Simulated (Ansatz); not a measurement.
For Ga2O3 (C2/m, No. 12), LDA (plane waves, PAW; Ansatz, a first-principles code) gives:

| Item | Result |
|---|---|
| volume per atom | 10.22 Å³/atom |
| enthalpy of formation | -2.186 eV/atom |

Problem. What does r²SCAN+rVV10 (PAW; Ansatz) give for the same quantities?

Solution. 
- equilibrium volume per atom: 10.42 Å³/atom (increases by 2.0 %)
- formation enthalpy: -2.147 eV/atom (moves by +0.039 eV/atom)

Changes are worked out from the printed values.

Unless a cell is named, each level is at its own relaxed cell (LDA 10.22, r²SCAN+rVV10 10.42 Å³/atom).

Caveats: the relaxation could not lower the start's symmetry, so the cell can be a saddle point above a distorted one (LDA, r²SCAN+rVV10). Ansatz's density-functional and Hartree–Fock values are scalar-relativistic unless marked +SOC, with PAW data made under PBE.
